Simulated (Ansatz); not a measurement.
# BH3O (triplet): wave-function methods side by side at distance B1–H4 along a hydrogen transfer = 1.526 Å, cc-pVDZ

How much of the correlation energy of BH3O (triplet) does each wave-function method recover here?

The runs use Ansatz 0.2.0, Gaussian basis; cc-pVDZ, core rule «outside noble gas», up to 2 orbitals frozen.

Plan: UHF; CCSD(T) on ROHF; CCSD(T) on UHF; BCCD(T) on ROHF; CISD; CCSDT(Q) on ROHF; CCSDT(Q) on UHF; CASSCF and MRCISD+Q, 4 electrons in 4 orbitals; CASSCF and NEVPT2, 4 electrons in 4 orbitals.

17 further runs of the same task are left out: 9 for a known fault of the program, 2 for a mislabelled method, 5 that didn't finish, 1 set aside as unsound or not needed.

## 1. The system

The geometry derives from fragments relaxed apart (PBE0/def2-TZVP) and kept rigid, so it is no stationary point. A hydrogen atom is moved between rigid fragments.

5 atoms, charge 0, spin multiplicity 3.

Atoms are counted from 1 here; the program's logs count them from 0.

Bond lengths: B1–H2 1.193 Å, B1–H3 1.193 Å, H4–O5 0.990 Å. Angles: H2–B1–H3 120.0°.

Geometry (Å):

```xyz
5

B    -1.3605    0.0000    0.0000
H    -1.9572    1.0336    0.0000
H    -1.9572   -1.0336    0.0000
H     0.1655    0.0000    0.0000
O     1.1555    0.0000    0.0000
```

## 2. UHF

Contents of in.yaml:

```yaml
crystal:
  periodic: [false, false, false]
  atoms:
    - {symbol: B, position_ang: [-1.360507, 0.000000, 0.000000]}
    - {symbol: H, position_ang: [-1.957240, 1.033571, 0.000000]}
    - {symbol: H, position_ang: [-1.957240, -1.033571, 0.000000]}
    - {symbol: H, position_ang: [0.165493, 0.000000, 0.000000]}
    - {symbol: O, position_ang: [1.155493, 0.000000, 0.000000]}
basis:
  gaussian: {orbitals: cc-pVDZ}
magnetization: {spin_polarized: true, initial_magnetization: 2}
hamiltonian: {xc: hf}
output: {orbitals: {seedname: orbitals}}
```

On the command line:

```
$ ansatz run in.yaml --threads 1 --pin off --events-out ev --progress --plain --max-ram 2393MiB
```

Further steps of the session: CCSD(T) on ROHF; CCSD(T) on UHF; BCCD(T) on ROHF; CISD; CCSDT(Q) on ROHF; CCSDT(Q) on UHF; CASSCF and MRCISD+Q, 4 electrons in 4 orbitals; CASSCF and NEVPT2, 4 electrons in 4 orbitals.

Before running them: what should the planned runs give, taken together? Wanted: UCCSDT(Q) below the RHF energy; RMP2 from UCCSDT(Q); UMP2 from UCCSDT(Q); RCCSD from UCCSDT(Q); RCCSD(T) from UCCSDT(Q); UCCSD(T) from UCCSDT(Q); RCCSDT(Q) from UCCSDT(Q); NEVPT2 pair from UCCSDT(Q); MRCISD+Q pair from UCCSDT(Q).

**Answer**, as computed:

| quantity | value |
| --- | --- |
| UCCSDT(Q) below the RHF energy | -7.4371 eV |
| RMP2 from UCCSDT(Q) | +1072.9 meV |
| UMP2 from UCCSDT(Q) | +1092.6 meV |
| RCCSD from UCCSDT(Q) | +145.7 meV |
| RCCSD(T) from UCCSDT(Q) | +30.3 meV |
| UCCSD(T) from UCCSDT(Q) | +29.7 meV |
| RCCSDT(Q) from UCCSDT(Q) | +1.5 meV |
| NEVPT2 pair from UCCSDT(Q) | +1068.2 meV |
| MRCISD+Q pair from UCCSDT(Q) | +50.0 meV |
| levels within 1 kcal/mol (43 meV) | RCCSD(T), UCCSD(T), BCCD(T), RCCSDT, UCCSDT, RCCSDT(Q) |
| T1 diagnostic | 0.020 |

What this shows: RCCSD(T) misses by +30.3 meV, 0.4 % of the correlation energy. Of the multireference levels listed MRCISD+Q pair comes nearest in total energy (+50.0 meV), which doesn't show that its space is the better one. These misses are within one basis, not against nature; the frozen cores of restricted and unrestricted runs differ, which can shift their rows.
